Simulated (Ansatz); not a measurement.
Born–Oppenheimer molecular dynamics of C₂H₃FO₂ (8 atoms, charge 0, multiplicity 1). It starts at the highest image of a converged band, a first-order saddle point between two minima.

Level of theory: Ansatz, RKS B3LYP-D4/def2-SVP.

```json
{"ensemble": "NVE (velocity Verlet)", "time step": "0.5 fs", "steps asked": "200", "starting velocities drawn for": "300 K", "seed": "11691"}
```

First frame:

```xyz
8
Properties=species:S:1:pos:R:3
O 0.542 -0.346 1.530
C 0.292 0.821 1.030
O -0.127 0.895 -0.207
C -0.282 -0.326 -0.951
F -0.669 0.043 -2.186
H 0.708 0.664 2.198
H 0.682 -0.858 -0.993
H -1.054 -0.951 -0.477
```

(1) How far do the bonds stretch over the last three quarters of this one trajectory? (Pairs bonded in most of those frames.)

## Answers

(1) 
```csv
bond,mean (Å),spread (Å),shortest,longest
O1–C2,1.353,0.045,1.26,1.44
O1–H6,0.989,0.061,0.89,1.10
C2–O3,1.350,0.075,1.21,1.48
O3–C4,1.455,0.055,1.36,1.55
C4–F5,1.349,0.026,1.30,1.40
C4–H7,1.103,0.012,1.08,1.12
C4–H8,1.103,0.016,1.07,1.13
```

Mean temperature of the second half: 1113 K. The conserved energy stayed within 0.58 meV per atom of its start (net change -0.32 meV per atom), so the integration is sound. The kinetic energy rose, since the run started high on the potential surface and went downhill. A run of 0.1 ps of so small a system gives no equilibrium averages. The orbitals stay closed-shell, which can raise the energy where a bond breaks towards radicals; this wasn't checked here.

Run time: 3.6 min on 2 threads of Intel(R) Xeon(R) Platinum 8488C (Sapphire Rapids) (shared host), peak memory 0.18 GiB.
